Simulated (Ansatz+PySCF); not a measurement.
Values are calculated unless marked as measured or tabulated.
Input for Ansatz (development build ahead of 0.2.0):

```yaml
crystal:
  periodic: [false, false, false]
  atoms:
    - { symbol: C, position_ang: [0.0, 0.49146, -0.1486] }
    - { symbol: F, position_ang: [-1.10028, -0.23753, 0.03092] }
    - { symbol: H, position_ang: [0.0, 1.41761, 0.38767] }
    - { symbol: F, position_ang: [1.10028, -0.23753, 0.03092] }
basis:
  gaussian: { orbitals: cc-pVTZ }
magnetization:
  initial_magnetization: 1
hamiltonian:
  xc: hf
correlation:
  method: ccsd_t
  frozen_orbitals: { C: 1, F: 1, H: 0 }
```

The input is written out in the form of the current development build from the run's settings. Correlation on restricted open-shell orbitals is semicanonical, with singles.

Results

```yaml
Converged: yes
Reference_energy: -237.35703 hartree
Correlation_energy: -0.67091 hartree
Total_energy: -238.02794 hartree
Spin_squared_of_the_determinant: 0.750
Stability_test: minimum among restricted orbitals
T1_diagnostic: 0.017
Occupied_orbitals_by_symmetry_in_an_Abelian_subgroup_alpha;_beta: 8 A' 5 A''; 7 A' 5 A''
```
